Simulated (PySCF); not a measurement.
Gas-phase reaction: c-Si3H6 + 2 SiF3 = 5 SiHF + HF

Energies from PySCF, thermal terms from the rigid-rotor harmonic-oscillator model, ideal gas at 1 bar. † marks an energy on the PBE0/def2-TZVP geometry and frequencies. MP2 freezes the core. Open shells (unrestricted): SiF3 (multiplicity 2); the rest are closed-shell singlets. c-Si3H6, SiHF: computed as isolated molecules; such fragments, hydroxides, amides, oligomers or adducts are transient or little studied in the gas. MP2 isn't extrapolated to the basis-set limit.

PBE0/def2-QZVP† gives ΔH°(298 K) = 758 kJ.

Question: What do MP2/def2-TZVPP†, r2SCAN/def2-TZVP†, PBE/def2-TZVP† give?

Answer: MP2/def2-TZVPP†: 745 kJ; r2SCAN/def2-TZVP†: 840 kJ; PBE/def2-TZVP†: 721 kJ. For scale, ΔH°(298 K) is 758 kJ at this level, 636 kJ at ωB97M-V/def2-TZVP†, and runs from 299 to 840 kJ over the 20 levels computed.
